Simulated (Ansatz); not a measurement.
# CH5O (doublet): the correlation ladder at distance O1–H3 along a hydrogen transfer = 1.517 Å, cc-pVDZ

The task here is to estimate one member of a computed series from the others.

Computed with Ansatz 0.2.0, Gaussian basis. Level: cc-pVDZ, core rule «outside noble gas», up to 2 orbitals frozen.

The runs, in order: UHF; CCSD(T) on ROHF; CCSD(T) on UHF; BCCD(T) on ROHF; CISD; CCSDT(Q) on ROHF; CCSDT(Q) on UHF; CASSCF and MRCISD+Q, 3 electrons in 3 orbitals; CASSCF and NEVPT2, 3 electrons in 3 orbitals.

## What is computed

The geometry derives from fragments relaxed apart (PBE0/def2-TZVP) and kept rigid, so it is no stationary point. A hydrogen atom is moved between rigid fragments.

7 atoms, charge 0, spin multiplicity 2.

Atoms are counted from 1 here; the program's logs count them from 0.

Bond lengths: O1–H2 0.960 Å, H3–C4 1.090 Å, C4–H5 1.080 Å, C4–H6 1.080 Å, C4–H7 1.080 Å. Angles: H3–C4–H5 90.0°, H3–C4–H6 90.0°, H3–C4–H7 90.0°, H5–C4–H6 120.0°, H5–C4–H7 120.0°, H6–C4–H7 120.0°.

Set-up of the first run:

Input file in.yaml:

```yaml
crystal:
  periodic: [false, false, false]
  atoms:
    - {symbol: O, position_ang: [-1.224599, -0.028258, 0.000000]}
    - {symbol: H, position_ang: [-1.473908, 0.898317, 0.000000]}
    - {symbol: H, position_ang: [0.292401, -0.028258, 0.000000]}
    - {symbol: C, position_ang: [1.382401, -0.028258, 0.000000]}
    - {symbol: H, position_ang: [1.382401, -1.108280, 0.000000]}
    - {symbol: H, position_ang: [1.382401, 0.511753, 0.935327]}
    - {symbol: H, position_ang: [1.382401, 0.511753, -0.935327]}
basis:
  gaussian: {orbitals: cc-pVDZ}
magnetization: {spin_polarized: true, initial_magnetization: 1}
hamiltonian: {xc: hf}
output: {orbitals: {seedname: orbitals}}
```

Command:

```
ansatz run in.yaml --threads 1 --pin off --events-out ev --progress --plain --max-ram 4096MiB --backend cpu
```

Among the steps run: UHF; CCSD(T) on ROHF; CCSD(T) on UHF; BCCD(T) on ROHF; CISD; CCSDT(Q) on ROHF; CCSDT(Q) on UHF; CASSCF and MRCISD+Q, 3 electrons in 3 orbitals; CASSCF and NEVPT2, 3 electrons in 3 orbitals.

One table of the session follows, with a row left open; its other results are not shown here.

It belongs to the step «Misses and costs». 

| method | from UCCSDT(Q) (meV) |
| --- | --- |
| ROHF | +10300.6 |
| UHF | +10137.0 |
| RMP2 | +1257.8 |
| UMP2 | ? |
| CISD | +1120.9 |
| RCCSD | +238.4 |
| UCCSD | +235.0 |
| RCCSD(T) | +35.7 |
| UCCSD(T) | +35.4 |
| BCCD(T) | +35.7 |
| RCCSDT | +15.6 |
| UCCSDT | +15.0 |
| RCCSDT(Q) | +0.9 |
| UCCSDT(Q) | 0 |
| CASSCF pair | +9685.9 |
| MRCISD pair | +1016.8 |
| MRCISD+Q pair | +144.6 |

**Question.** Estimate the row for UMP2.

The run gave: from UCCSDT(Q) (meV): +1250.1. In the column «from UCCSDT(Q) (meV)» it lies between CISD (+1120.9) and RMP2 (+1257.8).

Limits of these values: Restricted and unrestricted rows rest on different reference determinants; where their highest levels disagree by more than a few hundredths of an eV, they describe different states and don't form one ladder. Warnings in the runs' records: passed over end.
